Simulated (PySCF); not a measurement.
**Computed NMR parameters against published values**

Cartesian coordinates in Å; atom numbers follow the order of the lines, from 1:
```xyz
6

C     1.8797    0.3268    0.0319
C     0.6850    0.1071    0.0867
C    -0.6638   -0.1402    0.1481
C    -1.8585   -0.3594    0.2030
H     2.9353    0.5221   -0.0166
H    -2.9147   -0.5523    0.2507
```

What is known from experiment:  Coupling constants: ¹J(C1,C2) 190.3 Hz, ¹J(C2,C3) 153.4 Hz, ¹J(C1,H5) 259.0 Hz.

All values are calculated (PySCF 2.14): J: B3LYP/pcJ-1, geometry from PBE0-D3(BJ)/def2-SVP, shielding tensors at PBE/pcSseg-2 (GIAO). Non-relativistic, averaged over atoms made equivalent by symmetry, fast rotation or ring inversion, single conformer, no solvent.

How close does the calculation come?

## Answers


Coupling constants in Hz:
```tsv
coupling	reference	computed	source
¹J(C1,C2)	190.3	231.4	measured; solution (compiled); Pretsch, Buehlmann, Badertscher, Structure Determination of Organic Compounds, 4th ed., Springer 2009
¹J(C2,C3)	153.4	176.8	measured; solution (compiled); Pretsch, Buehlmann, Badertscher, Structure Determination of Organic Compounds, 4th ed., Springer 2009
¹J(C1,H5)	259.0	284.2	measured; liquid or solution (compiled); San Fabian, Garcia de la Vega, Suardiaz et al., Magn. Reson. Chem. 2013, 51, 775 (SI)
```
